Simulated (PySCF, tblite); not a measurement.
**C₃H₈OP₂: geometry, infrared bands and NMR shifts**

What infrared bands and NMR shifts should C₃H₈OP₂ (`CC(=O)P(C)P`) show?

Computed with tblite 0.8.0 and PySCF 2.14.0, with density-fitted response routines of our own, on a single molecule in the gas phase. Atoms count from 0, in the outputs and in this text.

## Step 1: The starting structure

14 atoms, charge 0, multiplicity 1; geometry from: force field or distance geometry start.

Bonds of the start (Å): C0–C1 1.50, C1–O2 1.26, C1–P3 1.79, P3–C4 1.83, P3–P5 2.15, C0–H6 1.11, C0–H7 1.11, C0–H8 1.10, C4–H9 1.11, C4–H10 1.11, C4–H11 1.13, P5–H12 1.46, P5–H13 1.44.

## Step 2: Optimising the geometry with GFN2-xTB

The job: settings as JSON, then the geometry in Å.

```
{"job": {"kind": "relax", "xc": "GFN2-xTB", "basis": "xTB"}, "charge": 0, "multiplicity": 1}
C      2.444300     0.193500     0.142400
C      1.178900    -0.409100     0.668700
O      1.358400    -1.248300     1.586300
P     -0.483500    -0.028600     0.109700
C     -1.741200    -1.334500     0.332100
P     -1.141100     2.011800     0.295600
H      2.617100    -0.268000    -0.854000
H      2.346400     1.293400    -0.007400
H      3.272300    -0.012300     0.830700
H     -2.341700    -1.191100     1.253500
H     -1.317900    -2.361100     0.368800
H     -2.499300    -1.290500    -0.499600
H     -1.352100     2.524500    -1.056100
H     -2.341100     2.119800     1.087100
```

Run with:

```bash
$ OMP_NUM_THREADS=1 python probes_run.py task.json out
```

The driver reads the jobs from task.json and runs them one after another.

**Question.** This job is followed by: GFN2-xTB harmonic vibrations, gas phase; GIAO PBE0/pcSseg-1 NMR shielding, non-relativistic, gas phase. Predict these results of the whole session: strongest single infrared mode (GFN2-xTB); zero-point energy (GFN2-xTB); ¹³C shifts against TMS (PBE0/pcSseg-1); ¹H shifts against TMS (PBE0/pcSseg-1, means over atoms taken as alike); ¹⁷O shifts against H2O (PBE0/pcSseg-1); ³¹P shifts against H3PO4 (PBE0/pcSseg-1).

**Answer**, as computed:

| quantity | value |
| --- | --- |
| strongest single infrared mode (GFN2-xTB) | 1742 cm⁻¹, 369 km/mol |
| zero-point energy (GFN2-xTB) | 63.2 kcal/mol |
| ¹³C shifts against TMS (PBE0/pcSseg-1) | 229.5, 33.2, 11.2 ppm |
| ¹H shifts against TMS (PBE0/pcSseg-1, means over atoms taken as alike) | 2.63, 2.29, 1.24 ppm |
| ¹⁷O shifts against H2O (PBE0/pcSseg-1) | 739.1 ppm |
| ³¹P shifts against H3PO4 (PBE0/pcSseg-1) | -63.1, -214.0 ppm |

**Reading.** Over 145 steps the energy fell by 2.040 eV; of the close pairs, P5–H12 changed most, 1.461 to 1.393 Å. All 36 modes are real, so the xTB geometry is a minimum. The strongest single mode, at 1742 cm⁻¹, moves mainly C1 and O2. Unscaled tight-binding wavenumbers are off by several per cent, some by more. Its intensities can rank the bands wrongly. At PBE0/pcSseg-1: The widest tensor belongs to O2: span 1470 ppm, with a paramagnetic part of -803 ppm.
